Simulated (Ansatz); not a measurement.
One elementary step

Start structure (Si$_{2}$H$_{7}$Cl, closed shell), relaxed at PBE0-D4/def2-TZVP:

| atom | x (Å) | y (Å) | z (Å) |
| --- | --- | --- | --- |
| Si1 | -1.3171 | -0.1641 | -0.0800 |
| H2 | -0.8832 | -0.9568 | -1.2697 |
| H3 | -2.2336 | 0.9000 | -0.5675 |
| H4 | -2.0704 | -1.0830 | 0.8134 |
| Si5 | 0.5219 | 0.7616 | 1.0332 |
| H6 | 0.9909 | -1.1943 | -1.8352 |
| Cl7 | 2.2699 | -1.1598 | -1.9355 |
| H8 | 0.0280 | 1.5345 | 2.2047 |
| H9 | 1.4297 | -0.3135 | 1.5094 |
| H10 | 1.2641 | 1.6754 | 0.1272 |

The step: Si₂H₆ ([SiH3][SiH3]) + HCl → Si₂H₅Cl ([SiH3][SiH2][Cl]) + H₂; bonds formed: Si1–Cl7, H2–H6; bonds broken: Si1–H2, H6–Cl7. Computed with Ansatz 0.2.0 (basis: def2-TZVPP and def2-QZVPP); correlated methods freeze the cores. Extrapolation: Hartree–Fock as exp(−7.88 √X), correlation as X^−2.97. Energies below are by CCSD(T) at an estimated basis limit (MP2 extrapolated from triple and quadruple zeta, plus CCSD(T) − MP2 in triple zeta).

Problem. What are the electronic barrier and the energy of the step, from the start structure to the end structure? (To be estimated.)

Solution. By the calculation: Barrier 1.593 eV; step energy -0.696 eV (downhill); reverse barrier, their difference, 2.289 eV. Barrier and step energy count from the start structure, the reverse barrier from the end structure.

The saddle point: One imaginary mode of 754i cm⁻¹.
```
   pair  start (Å)  saddle (Å)  end (Å)
Si1–Cl7       4.16        2.54     2.07
  H2–H6       1.97        0.88     0.75
 Si1–H2       1.49        1.72     3.86
 H6–Cl7       1.28        1.78     3.17
```

Zero-point energy (harmonic, PBE0-D4): ZPE is 1.543 eV at the start and 1.560 eV at the saddle, so the barrier goes from 1.593 to 1.610 eV.

The T1 diagnostic stays at or below 0.013.

Labels in which every atom is bracketed show which atoms are joined, not bond orders.

For scale, one of the runs: CCSD(T)/def2-TZVPP, 224 basis functions, launched by `ansatz run in.yaml --threads 4 --pin off --events-out ev --progress --plain --max-ram 9574MiB`. Hardware: 4 CPU threads of an Intel Xeon, shared host. Wall time 56 s; peak host memory 3.2 GiB.
